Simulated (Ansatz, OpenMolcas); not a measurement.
How basis sets differ on CS (carbon monosulfide)

CS has 2 atoms, charge 0, and is taken as a singlet. SMILES: `[C-]#[S+]`. Geometry: the measured bond length.

```xyz
2

C     0.0000    0.0000    0.0000
S     0.0000    0.0000    1.5349
```

Each level gives the vertical energy of the triplet above the singlet (eV). The values are calculated.

| level | kind | program | value (eV) |
| --- | --- | --- | --- |
| HF/STO-3G | Hartree–Fock | Ansatz | 1.91 |
| HF/3-21G | Hartree–Fock | OpenMolcas | 2.02 |
| HF/cc-pVDZ | Hartree–Fock | Ansatz | 2.34 |
| HF/cc-pVTZ | Hartree–Fock | Ansatz | 2.25 |

The values span 1.91 to 2.34 eV. Spin contamination of the reference (⟨S²⟩ at least 0.1 too high) touches HF/STO-3G, HF/3-21G, HF/cc-pVDZ, HF/cc-pVTZ.
